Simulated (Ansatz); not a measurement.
# Ir (fcc): energy against volume

Computed with DFT, PBEsol, plane waves (420 eV) with PAW, scalar-relativistic (Ansatz). The PAW files were generated under PBE, with cores re-solved for the functional.

The cell is scaled uniformly from the relaxed one, with fractional coordinates and shape fixed. Energies are extrapolated to zero smearing, pressures are those at the given smearing. Magnetic state: spin not included.

A Birch-Murnaghan fit gives V₀ = 14.04 Å³/atom, B₀ = 387 GPa, B₀′ = 5.0.

What are the energy above the minimum and the pressure at 12.376 Å³/atom?

308.6 meV/atom and 67.43 GPa as computed.

What are the energy above the minimum and the pressure at 15.188 Å³/atom?

96.2 meV/atom and -24.54 GPa as computed.

What are the energy above the minimum and the pressure at 15.751 Å³/atom?

198.8 meV/atom and -32.83 GPa as computed.
